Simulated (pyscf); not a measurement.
Structures and frequencies: ωB97X-D3(BJ)/def2-SVP in PySCF.

Question: Estimate the classical barrier height and the reaction energy of `[F][C]([F])([F])[CH2][CH][Cl]` [doublet] -> `[CH2]=[CH][Cl]` + `[F][C]([F])[F]` [doublet] at PBE/def2-TZVP. The step runs on the doublet surface, breaks C–C and forms none; take the reactant's lowest minimum found as zero.

Answer: ΔE‡ = 33.7 kcal/mol, ΔE = +34.6 kcal/mol. ωB97M-D3(BJ)/def2-TZVP gives 39.5 kcal/mol and +38.5 kcal/mol. Zero-point energy shifts the barrier by -1.9 kcal/mol. It is a bond scission, with an imaginary mode of 219i cm⁻¹. At PBE this geometry lies under the product side: in single points on another level's saddle the reverse barrier vanishes, and the forward threshold there is about the reaction energy. One saddle was located; it need not be the lowest between these sides.
